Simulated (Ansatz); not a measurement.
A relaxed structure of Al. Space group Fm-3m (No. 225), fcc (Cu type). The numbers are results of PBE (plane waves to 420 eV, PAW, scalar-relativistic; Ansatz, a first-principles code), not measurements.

```cif
data_Al4
_chemical_formula_sum 'Al4'
_space_group_name_H-M_alt 'Fm-3m'
_space_group_IT_number 225
_space_group_name_Hall '-F 4 2 3'
_cell_length_a 4.04023
_cell_length_b 4.04023
_cell_length_c 4.04023
_cell_angle_alpha 90.000
_cell_angle_beta 90.000
_cell_angle_gamma 90.000
loop_
_atom_site_label
_atom_site_type_symbol
_atom_site_symmetry_multiplicity
_atom_site_Wyckoff_symbol
_atom_site_fract_x
_atom_site_fract_y
_atom_site_fract_z
_atom_site_occupancy
Al1 Al 4 a 0.00000 0.00000 0.00000 1
```
(The calculation used a cell of 1 atom; values per cell refer to that cell.)

| Item | Result |
|---|---|
| Volume per atom | 16.49 Å³ |
| Density | 2.72 g/cm³ |
| Band gap | no gap (metallic) |
| Shortest distances | Al–Al 2.86 Å |
| k-mesh | 20×20×20 |

No spin polarisation in the result.

Measured for Al: a 4.018 Å (static lattice; corrected from measurement; as listed in Daniel Mejia-Rodriguez, S. B. Trickey, Phys. Rev. B (2018)). Computed minus measured — a: PBE +0.6 %. The computed values are for a static lattice.

The run could not lose the symmetry of its start.

It was reached from a disturbed copy of a Pm-3m (No. 221) cell (simple cubic type), against which it lies -0.37 eV/atom.
